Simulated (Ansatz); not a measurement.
Two shapes of singlet C2H2.

Shape 1:

```xyz
4

C    -0.0140   -0.0452   -0.6204
C    -0.0192   -0.0432    0.6205
H    -0.0291   -0.0316   -1.6538
H     0.0289    0.0338    1.7020
```

Shape 2:

```xyz
4

C     0.0000    0.0000   -0.6526
C     0.0000    0.0000    0.6526
H     0.0000    0.0000   -1.8136
H     0.0000    0.0000    1.8136
```

Basis set: def2-TZVP (spherical functions). Left uncorrelated: 2 orbitals. Charge 0, multiplicity 1.

Computed with Ansatz (development build ahead of 0.2.0); each method stands on the lowest determinant of its kind that the runs found.

Problem. Which shape is lower in energy, and by how much in each method?

Solution.

```json
{"method": "RHF", "E(2) − E(1) (eV)": "0.929"}
{"method": "RHF-MP2", "E(2) − E(1) (eV)": "0.590"}
```

Shape 1 is lower.
